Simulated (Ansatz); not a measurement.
**Cost against result**

The pair of CH$_{4}$ (SMILES C, atoms 1–5) and SiH$_{3}$Cl (SMILES [SiH3]Cl, atoms 6–10), both closed shells, in one local arrangement (a lower one may exist), relaxed at PBE0-D4/def2-TZVP:

C1  (0.106, -0.064, -1.924)
H2  (0.793, -0.658, -1.322)
H3  (0.280, 0.996, -1.737)
H4  (-0.922, -0.316, -1.662)
H5  (0.271, -0.277, -2.980)
Si6  (-0.211, 0.139, 1.933)
Cl7  (1.453, -1.057, 1.783)
H8  (0.066, 1.420, 1.245)
H9  (-0.486, 0.373, 3.369)
H10  (-1.351, -0.558, 1.296)
(Å)

Interaction energies are counterpoise-corrected; the time is that of the whole pair.

Program: Ansatz 0.2.0. Basis: as named in each row. Cores are frozen in the correlated methods. B3LYP uses VWN-RPA correlation. Extrapolation: Hartree–Fock as exp(−7.88 √X), correlation as X^−2.97.

Times are rough, for one single point on 4 threads of a shared host (Intel Xeon Platinum 8488C).

The estimate by CCSD(T) at an estimated basis limit (MP2 extrapolated from triple and quadruple zeta, plus CCSD(T) − MP2 in triple zeta) is -1.03 kcal/mol.

```csv
method,basis,time (s),interaction energy (kcal/mol),method less estimate
HF,STO-3G,under 1,0.39,1.42
PBE-D4,STO-3G,under 1,-1.04,-0.01
SPW92,def2-SVP,under 1,-1.51,-0.47
B3LYP-D4,6-31G,under 1,-1.10,-0.07
PBE-D4,def2-SVP,under 1,-1.25,-0.22
PBE0-D4,def2-SVP,under 1,-1.18,-0.15
CCSD(T),def2-SVP,1,-0.12,0.91
PBE-D4,def2-TZVPPD,1,-1.29,-0.25
revPBE-D4,def2-TZVPPD,2,-1.12,-0.09
BLYP-D4,def2-TZVPPD,2,-0.95,0.08
wB97M-V,def2-SVP,2,-0.86,0.18
PBE0-D4,def2-TZVPPD,2,-1.18,-0.15
HSE06-D4,def2-TZVPPD,2,-1.18,-0.14
B3LYP-D4,def2-TZVPPD,2,-1.07,-0.04
r2SCAN-D4,def2-TZVPPD,2,-0.93,0.11
B2PLYP,def2-TZVPPD,4,-0.09,0.94
B97M-V,def2-TZVPPD,4,-0.98,0.06
wB97X-V,def2-TZVPPD,4,-1.06,-0.03
wB97M-V,def2-TZVPPD,6,-0.98,0.05
MP2,def2-QZVPPD,13,-0.97,0.06
CCSD(T),def2-TZVPPD,44,-0.85,0.18
```

The T1 diagnostic stays at or below 0.009.
